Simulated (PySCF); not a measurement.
**What builds the first ionisation energy along the second row**

Calculated with PySCF 2.14 from differences of total energies of unrestricted determinants, without spin-orbit coupling. Each column adds one step, in eV (sums use unrounded values): valence MP2, valence CCSD, valence triples, then the next inner shell at CCSD(T) (Be 1s, B 1s, C 1s, N 1s, O 1s, F 1s, Ne 1s). References (NIST) marked * lie between the lowest fine-structure levels; the others compare directly ((s) semi-empirical, (t) theoretical).

| element | UHF | + MP2 | + CCSD | + (T) | + inner shell | sum | reference |
| --- | --- | --- | --- | --- | --- | --- | --- |
| Be [He] 2s2 → [He] 2s1 (def2-QZVPPD, non-relativistic) | 8.043 | 0.764 | 0.476 | 0.000 | 0.008 | 9.291 | 9.323 |
| B [He] 2s2 2p1 → [He] 2s2 (def2-QZVPPD, non-relativistic) | 8.043 | 0.248 | -0.097 | 0.039 | 0.027 | 8.260 | 8.297 |
| C [He] 2s2 2p2 → [He] 2s2 2p1 (def2-QZVPPD, non-relativistic) | 10.801 | 0.478 | -0.104 | 0.030 | 0.024 | 11.228 | 11.262 |
| N [He] 2s2 2p3 → [He] 2s2 2p2 (def2-QZVPPD, non-relativistic) | 13.895 | 0.715 | -0.145 | 0.027 | 0.022 | 14.515 | 14.545 |
| O [He] 2s2 2p4 → [He] 2s2 2p3 (def2-QZVPPD, non-relativistic) | 12.023 | 1.384 | 0.032 | 0.050 | 0.013 | 13.502 | 13.608 |
| F [He] 2s2 2p5 → [He] 2s2 2p4 (def2-QZVPPD, non-relativistic) | 15.651 | 1.708 | -0.108 | 0.061 | 0.013 | 17.325 | 17.427 |
| Ne [Ne] → [He] 2s2 2p5 (def2-QZVPPD, non-relativistic) | 19.660 | 2.028 | -0.270 | 0.068 | 0.011 | 21.497 | 21.597 |

What remains against the references is mostly basis incompleteness.

These are valence bases, so the inner-shell step is incomplete.
